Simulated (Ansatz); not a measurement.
What does this script print? It uses the Ansatz DFT code, driven from Python.

Script `ch2s.py`:
```python
'''Interaction energy of two CH2S molecules, with the counterpoise correction.'''

import ansatz as az
import numpy as np

FIRST = [
    ('C', (-0.0813, -0.0731, -0.0287)),
    ('S', (1.3489, 0.477, 0.5364)),
    ('H', (-1.034, -0.1756, 0.6036)),
    ('H', (-0.2337, -0.2282, -1.1112)),
]
SECOND = [
    ('C', (-1.0312, -2.7091, -2.6198)),
    ('S', (-1.333, -3.4078, -1.1748)),
    ('H', (-0.6192, -1.646, -2.7544)),
    ('H', (-1.0679, -3.3048, -3.5487)),
]

def energy(atoms, ghosts=()):
    molecule = az.Crystal.molecule()
    for symbol, xyz in atoms:
        molecule = molecule.atom(symbol, xyz)
    calc = (
        molecule.calculation()
        .basis(gaussian='def2-SVPD')
        .functional('r2scan')
    )
    deck = calc.input()
    if ghosts:
        deck = deck.set(az.key.basis.gaussian.ghost_atoms, [{'symbol': s, 'position_ang': list(xyz)} for s, xyz in ghosts])
    return az.Session.from_dict(deck).plan().execute().report['free_energy_ev']


def main() -> None:
    # ghost atoms carry the functions of the partner
    direction = np.array([-0.261, -0.7131, -0.6506])
    print('shift (A)   counterpoise-corrected interaction (eV)')
    for shift in (-0.3, 0.0, 0.4, 1.0, 2.0):
        moved = [(s, tuple(np.round(np.array(xyz) + shift * direction, 4))) for s, xyz in SECOND]
        gain = energy(FIRST + moved) - energy(FIRST, moved) - energy(moved, FIRST)
        print(f'{shift:8.2f} {gain:14.3f}')


if __name__ == '__main__':
    main()
```

```console
$ python ch2s.py
shift (A)   counterpoise-corrected interaction (eV)
   -0.30         -0.012
    0.00         -0.033
    0.40         -0.027
    1.00         -0.014
    2.00         -0.006
```

Notes:
- The dimer is a generated trial pose of unrelaxed monomers, not a minimum, so the figure is no binding energy, and the basis set is small.
- This level lacks the dispersion part of the attraction (electrostatics and induction are there), which can decide the sign where the interaction is weak.
- Wall time of the script: 54 s on 1 thread of Intel(R) Xeon(R) Processor @ 2.30GHz, on a shared host, peak memory 0.28 GiB.
